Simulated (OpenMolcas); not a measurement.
# P4 (PPPP tetrahedron) at 6 levels

Wanted: a comparison of 6 runs (B3LYP/6-31G*, PBE0/def2-SVP, TPSSh/6-31G**, M06-2X/cc-pVTZ, SOS-MP2/def2-TZVPPD) of P4 (PPPP tetrahedron). 

Program for the calculation: OpenMolcas 26.06.

1 further run of the same task is left out (set aside as unsound or not needed).

## (1) The molecule

P4: 4 atoms, total charge 0, spin state singlet. The shape is that of a GFN2-xTB optimisation.

Bond lengths: P1–P2 2.185 Å, P1–P3 2.185 Å, P2–P3 2.185 Å, P1–P4 2.185 Å, P2–P4 2.185 Å, P3–P4 2.185 Å. Some angles: P1–P2–P3 60.0°, P1–P2–P4 60.0°, P3–P2–P4 60.0°, P2–P1–P3 60.0°, P2–P1–P4 60.0°, P3–P1–P4 60.0°, P1–P3–P2 60.0°, P1–P3–P4 60.0°, P2–P3–P4 60.0°, P1–P4–P2 60.0°.

## (2) Energy and forces at B3LYP/6-31G(d) (spherical functions) (run 1)

input.xyz reads:

```xyz
4

P      1.237350     0.508660     0.014870
P     -0.533910     0.090090     1.223310
P      0.050100    -1.284450    -0.371180
P     -0.753550     0.685700    -0.867000
```

run.input reads:

```
&gateway
  baslib=$CurrDir
  coord=input.xyz
  basis=6-31Gs
  group=NoSym

&seward
  gridinput
  Grid=UltraFine
  End of Grid

&scf
  ksdft=B3LYP
  thresholds=1e-10 1e-07 1e-07 1e-05
  prorbitals=1 1

&alaska
```

The basis set 6-31G* is read from a file made from the Basis Set Exchange's data (not shown).

The run is started by

```
$ export MOLCAS_MEM=1860
$ pymolcas run.input > run.log
```

The program printed:

```text
--- Start Module: gateway ---
[...]
--- Stop Module: gateway /rc=_RC_ALL_IS_WELL_ ---
[...]
      Basis functions           72
[...]
--- Start Module: scf ---
[...]
       Convergence after  10 Iterations
[...]
::    Total KS-DFT energy                           -1365.4300562993
[...]
      Total spin, S                                     0.0000000000
[...]
      Total electronic charge=   60.000000
      Total            charge=   -0.000000
[...]
      Dipole Moment (debye):
      Origin of the operator (angstrom)=   -0.0000   -0.0000   -0.0000
                   X= -1.2061E-04               Y=  1.1129E-04               Z=  5.9451E-05           Total=  1.7455E-04
      Quadrupole Moment (debye*angstrom):
[...]
--- Stop Module: scf /rc=_RC_ALL_IS_WELL_ ---
[...]
--- Start Module: alaska ---
[...]
 *              Molecular gradients               *
 **************************************************
  Irreducible representation: a
 ------------------------------------------------------------------------------------------
                              X                       Y                       Z
 ------------------------------------------------------------------------------------------
  P1               -1.60050295672391E-02   -6.53470208694351E-03   -1.91710939719869E-04
  P2                6.91546878046267E-03   -1.16742245051649E-03   -1.58795138152712E-02
  P3               -6.79308624458752E-04    1.65741766911225E-02    4.80571414682274E-03
  P4                9.76886941138844E-03   -8.87205215369846E-03    1.12655106081476E-02
 ------------------------------------------------------------------------------------------
--- Stop Module: alaska /rc=_RC_ALL_IS_WELL_ ---
[...]
```

Run time: 17 s. Hardware: 1 thread of Arm Neoverse V1, shared host; peak memory 0.42 GiB.

## (3) Energy and gradient at PBE0/def2-SVP (run 2)

run.input reads:

```
&gateway
 baslib=$CurrDir
 coord
 4
 angstrom
 P        1.237350       0.508660       0.014870
 P       -0.533910       0.090090       1.223310
 P        0.050100      -1.284450      -0.371180
 P       -0.753550       0.685700      -0.867000
 basis=def2-SVP
 group=NoSym

&seward
 gridinput
 Grid=UltraFine
 End of Grid

&scf
 ksdft=PBE0
 thresholds=1e-10 1e-07 1e-07 1e-05
 prorbitals=1 2

&alaska
```

The basis set def2-SVP is read from a file made from the Basis Set Exchange's data (not shown).

The run is started by

```
$ export MOLCAS_MEM=1860
$ pymolcas run.input > run.log
```

The program printed:

```text
--- Start Module: gateway ---
[...]
--- Stop Module: gateway /rc=_RC_ALL_IS_WELL_ ---
[...]
      Basis functions           72
[...]
--- Start Module: scf ---
[...]
       Convergence after  10 Iterations
[...]
::    Total KS-DFT energy                           -1364.5258970898
[...]
      Total spin, S                                     0.0000000000
[...]
      Total electronic charge=   60.000000
      Total            charge=   -0.000000
[...]
      Dipole Moment (debye):
      Origin of the operator (angstrom)=   -0.0000   -0.0000   -0.0000
                   X= -6.5918E-05               Y=  6.0947E-05               Z=  3.2922E-05           Total=  9.5622E-05
      Quadrupole Moment (debye*angstrom):
[...]
--- Stop Module: scf /rc=_RC_ALL_IS_WELL_ ---
[...]
--- Start Module: alaska ---
[...]
 *              Molecular gradients               *
 **************************************************
  Irreducible representation: a
 ------------------------------------------------------------------------------------------
                              X                       Y                       Z
 ------------------------------------------------------------------------------------------
  P1               -8.59219441075609E-03   -3.48697146829302E-03   -9.84294960328924E-05
  P2                3.71727744516370E-03   -6.25414891994414E-04   -8.54775149098685E-03
  P3               -3.78075008312440E-04    8.87130647839740E-03    2.57772871011319E-03
  P4                5.25299197382978E-03   -4.75892011812817E-03    6.06845227694564E-03
 ------------------------------------------------------------------------------------------
--- Stop Module: alaska /rc=_RC_ALL_IS_WELL_ ---
[...]
```

Wall time 12 s (1 thread of Arm Neoverse V1, shared host); peak memory 0.42 GiB.

## (4) Energy and gradient at TPSSh/6-31G(d,p) (spherical functions) (run 3)

job.inp reads:

```
>>> EXPORT MOLCAS_PRINT=2

&GATEWAY
  BasLib=$CurrDir
  Coord
  4
  angstrom
  P        1.237350       0.508660       0.014870
  P       -0.533910       0.090090       1.223310
  P        0.050100      -1.284450      -0.371180
  P       -0.753550       0.685700      -0.867000
  Basis=6-31Gss
  Group=NoSym

&SEWARD
  GridInput
  Grid=UltraFine
  End of Grid

&SCF
  KSDFT=HYB_MGGA_XC_TPSSH
  Thresholds=1e-10 1e-07 1e-07 1e-05
  PrOrbitals=1

&ALASKA
```

The basis set 6-31G** is read from a file made from the Basis Set Exchange's data (not shown).

The run is started by

```
$ export MOLCAS_MEM=1860
$ pymolcas job.inp > job.log
```

The program printed:

```text
--- Start Module: gateway ---
[...]
--- Stop Module: gateway /rc=_RC_ALL_IS_WELL_ ---
[...]
      Basis functions           72
[...]
--- Start Module: scf ---
[...]
       Convergence after  10 Iterations
[...]
::    Total KS-DFT energy                           -1365.4500339829
[...]
      Total spin, S                                     0.0000000000
[...]
      Total electronic charge=   60.000000
      Total            charge=   -0.000000
[...]
      Dipole Moment (debye):
      Origin of the operator (angstrom)=   -0.0000   -0.0000   -0.0000
                   X= -1.0119E-04               Y=  1.0322E-04               Z=  5.9712E-05           Total=  1.5640E-04
      Quadrupole Moment (debye*angstrom):
[...]
--- Stop Module: scf /rc=_RC_ALL_IS_WELL_ ---
[...]
--- Start Module: alaska ---
[...]
 *              Molecular gradients               *
 **************************************************
  Irreducible representation: a
 ------------------------------------------------------------------------------------------
                              X                       Y                       Z
 ------------------------------------------------------------------------------------------
  P1               -8.47679206946950E-03   -3.44527552369200E-03   -9.68526386169732E-05
  P2                3.67162373526853E-03   -6.12735935111797E-04   -8.42846022271715E-03
  P3               -3.68313282762767E-04    8.75201377607482E-03    2.54670955556691E-03
  P4                5.17348161698905E-03   -4.69400231729011E-03    5.97860330573496E-03
 ------------------------------------------------------------------------------------------
--- Stop Module: alaska /rc=_RC_ALL_IS_WELL_ ---
[...]
```

Run time: 20 s. Hardware: 1 thread of Arm Neoverse V1, shared host; peak memory 0.42 GiB.

Runs 4 to 5 aren't shown in full; the table further down has their settings and results.

## (5) The energy at SOS-MP2/def2-TZVPPD (RICD fitting) (run 6)

run.input reads:

```
* P4 SOS-MP2

&GATEWAY
 BASLIB
 $CurrDir
 COORD
 4
 angstrom
 P        1.237350       0.508660       0.014870
 P       -0.533910       0.090090       1.223310
 P        0.050100      -1.284450      -0.371180
 P       -0.753550       0.685700      -0.867000
 BASIS
 def2-TZVPPD
 GROUP
 NoSym
 RICD

&SEWARD

&SCF
 PRORBITALS
 1

&MBPT2
 SOSMP2
 FROZEN
 20
```

The basis set def2-TZVPPD is read from a file made from the Basis Set Exchange's data (not shown).

The run is started by

```
$ export MOLCAS_MEM=1860
$ pymolcas run.input > run.log
```

The program printed:

```text
--- Start Module: gateway ---
[...]
--- Stop Module: gateway /rc=_RC_ALL_IS_WELL_ ---
[...]
      Basis functions          192
[...]
--- Start Module: scf ---
[...]
       Convergence after  10 Iterations
[...]
::    Total SCF energy                              -1363.0305510008
[...]
      Total spin, S                                     0.0000000000
[...]
      Total electronic charge=   60.000000
      Total            charge=   -0.000000
[...]
      Dipole Moment (debye):
      Origin of the operator (angstrom)=   -0.0000   -0.0000   -0.0000
                   X= -1.5605E-04               Y=  1.3813E-04               Z=  7.6297E-05           Total=  2.2193E-04
      Quadrupole Moment (debye*angstrom):
[...]
--- Stop Module: scf /rc=_RC_ALL_IS_WELL_ ---
[...]
--- Start Module: mbpt2 ---
[...]
WARNING!
Default frozen orbitals as non valence orbitals is overwritten by user input.
Default values:  20
[...]
::    Total MBPT2 energy                            -1363.5895500051
[...]
--- Stop Module: mbpt2 /rc=_RC_ALL_IS_WELL_ ---
[...]
```

Wall time 22 s (1 thread of Arm Neoverse V1, shared host); peak memory 0.25 GiB.

## (6) All runs side by side

```
run                                level  Cartesian functions  integral approximation   energy (Eh)  dipole moment (D) of the reference  HOMO energy (eV)  LUMO energy (eV)  wall time
  1   B3LYP/6-31G* (spherical functions)                   no                    none  -1365.430056                                0.00             -7.46             -0.88       17 s
  2                        PBE0/def2-SVP                   no                    none  -1364.525897                                0.00             -7.81             -0.70       12 s
  3  TPSSh/6-31G** (spherical functions)                   no                    none  -1365.450034                                0.00             -7.25             -1.21       20 s
  4   B3LYP/6-31G* (Cartesian functions)                  yes                    none  -1365.440517                                0.00             -7.45             -0.88       17 s
  5                       M06-2X/cc-pVTZ                   no                    none  -1365.469080                                0.00             -8.47              0.15       77 s
  6   SOS-MP2/def2-TZVPPD (RICD fitting)                   no                    RICD  -1363.589550                                0.00             -9.70              1.77       22 s
```

## (7) Summary of results

```
                                           quantity           value
                                run 6: total energy  -1363.58955 Eh
          run 6: dipole moment (mean-field density)          0.00 D
         run 6: HOMO energy (Hartree–Fock orbitals)        -9.70 eV
         run 6: LUMO energy (Hartree–Fock orbitals)         1.77 eV
       run 6: HOMO–LUMO gap (Hartree–Fock orbitals)        11.47 eV
run 6: correlation energy (20 core orbitals frozen)      -559.0 mEh
```

What this shows: Over runs 1, 2, 3, 4, 5 the HOMO–LUMO gap runs from 6.04 eV (TPSSh/6-31G**) to 8.61 eV (M06-2X/cc-pVTZ). The two ends differ in method and basis. Totals of different functionals can't be ranked against each other. All runs together took 2.8 min, the longest 77 s.
